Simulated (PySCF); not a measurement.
## Gas-phase acidity of methyl chloride

Molecule: `CCl` (CH3Cl). Non-hydrogen atoms are numbered in `[CH3:1][Cl:2]`.

These are calculated values, ωB97X-D3(BJ)/ma-def2-TZVP in PySCF (grid level 2) at geometries from PBE0-D3(BJ)/ma-def2-SVP. The prefix ma- adds one diffuse s and one diffuse p function on all atoms but H. ωB97X-D3(BJ) is ωB97X-V with D3(BJ) in place of VV10. Thermal corrections: PBE0-D3(BJ)/ma-def2-SVP frequencies, unscaled, ideal gas at 298.15 K and 1 bar, quasi-RRHO entropy.

```tsv
site	product	ΔH(acid) / kJ/mol	ΔG(acid) / kJ/mol
C1 (methyl carbon)	[CH2-]Cl	1673	1638
```

ΔH and ΔG refer to AH → A⁻ + H⁺ in the gas phase. Sites whose products fell apart, merged with another or lost in a GFN2-xTB screen aren't listed.

In dichloromethane the product from C1 is solvated 229 kJ/mol more strongly than the parent (electrostatics only).

Vertical detachment energies of the anions: `[CH2-]Cl` 1.66 eV.

Measured values (NIST Chemistry WebBook, evaluated or the median of agreeing entries): deprotonation enthalpy (ΔH) 1671 kJ/mol (computed 1673, difference 2); gas-phase acidity (ΔG) 1634 kJ/mol (computed 1638, difference 3).

Differences come from unrounded values, so a last digit can differ from that of the printed terms.
